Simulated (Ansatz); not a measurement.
**SiPH2 (quartet): the correlation ladder, def2-TZVPP**

An exercise on one series of results from a longer session: the logs are not shown, and one member is left open.

The runs use Ansatz 0.2.0, Gaussian basis; def2-TZVPP, core rule «outside noble gas», up to 10 orbitals frozen.

Plan: UHF; ROHF; CCSD(T) on UHF.

## The system

The geometry is a PBE0/def2-TZVP stationary point (not a proven minimum).

4 atoms, charge 0, spin multiplicity 4.

Atoms are counted from 1 here; the program's logs count them from 0.

Bond lengths: Si1–P2 2.275 Å, Si1–H3 1.499 Å, P2–H4 1.427 Å. Angles: P2–Si1–H3 115.3°, Si1–P2–H4 96.5°.

The first run:

The input, in.yaml:

```yaml
crystal:
  periodic: [false, false, false]
  atoms:
    - {symbol: Si, position_ang: [-0.059994, -0.083342, 1.179230]}
    - {symbol: P, position_ang: [0.000332, 0.090462, -1.088224]}
    - {symbol: H, position_ang: [0.995175, 0.691262, 1.910267]}
    - {symbol: H, position_ang: [0.666308, -1.148881, -1.327757]}
basis:
  gaussian: {orbitals: def2-TZVPP}
magnetization: {spin_polarized: true, initial_magnetization: 3}
hamiltonian: {xc: hf}
output: {orbitals: {seedname: orbitals}}
```

Started as:

```bash
$ ansatz run in.yaml --threads 1 --pin off --events-out ev --progress --plain --max-ram 4096MiB --backend cpu
```

Steps of the session up to this table: UHF; ROHF; CCSD(T) on UHF.

One of the session's tables, all rows but one given; the rest of the session is left out.

| method | from UCCSD(T) (meV) |
| --- | --- |
| ROHF | +7169.1 |
| UHF | +6979.2 |
| UMP2 | ? |
| UCCSD | +296.3 |
| UCCSD(T) | 0 |

**Question.** Estimate the row for UMP2.

**Answer.** from UCCSD(T) (meV): +1360.2. In the column «from UCCSD(T) (meV)» it lies between UCCSD (+296.3) and UHF (+6979.2).

With the free atoms at the same levels and basis (separate runs), the atomisation energy is 7.508 eV at UCCSD(T), 5.409 eV at ROHF.
